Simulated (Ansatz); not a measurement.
# YF₃: computed properties

Computed with Ansatz, DFT PBEsol, scalar-relativistic, plane waves, PAW.

Settings: cutoff 420 eV, Γ-centred mesh 4×4×6 on the computed 16-atom cell, Gaussian smearing of 0.02 eV; no spin polarisation.

The structure is relaxed at this level of theory with its symmetry kept. Whether it is the stable form of this composition wasn't checked.

```cif
data_structure
_symmetry_space_group_name_H-M 'Pnma'
_symmetry_Int_Tables_number 62
_cell_length_a 6.3286
_cell_length_b 6.8399
_cell_length_c 4.3717
_cell_angle_alpha 90.000
_cell_angle_beta 90.000
_cell_angle_gamma 90.000
_cell_volume 189.24
loop_
_atom_site_label
_atom_site_type_symbol
_atom_site_symmetry_multiplicity
_atom_site_Wyckoff_symbol
_atom_site_fract_x
_atom_site_fract_y
_atom_site_fract_z
_atom_site_occupancy
Y1 Y 4 c 0.36905 0.25000 0.06116 1
F1 F 4 c 0.52318 0.25000 0.58970 1
F2 F 8 d 0.16504 0.06313 0.37774 1
```

```json
{"Space group": "Pnma (No. 62)", "Volume per atom": "79.8 bohr³", "Formation energy from the elements' standard states (uncorrected)": "-4.159 eV/atom", "Kohn–Sham band gap": "7.88 eV, indirect from (0.083, 0.000, 0.458) to (0.000, 0.000, 0.479)", "Löwdin character of the top 1 eV of the valence band": "F 2p 98 %", "Löwdin character of the lowest 1 eV of the conduction band": "Y 4d 85 %", "Electron masses at the edge by Cartesian direction of the standard setting (m_e; degenerate bands sorted by energy; no spin-orbit coupling)": "x: 22, 15; y: 2.1, 2.1; z: 1.6, 1.5", "Hole masses at the edge by Cartesian direction of the standard setting (m_e; degenerate bands sorted by energy; no spin-orbit coupling)": "x: 9.4, 12; y: 3.9, 3.7; z: 4.4, 6.4", "Electronic dielectric constant xx, yy, zz of the standard setting (independent particles)": "2.9, 2.8, 2.8"}
```

Cost: 12 runs of about 110 core-minutes in all, on AMD EPYC (Zen 3) (shared hosts).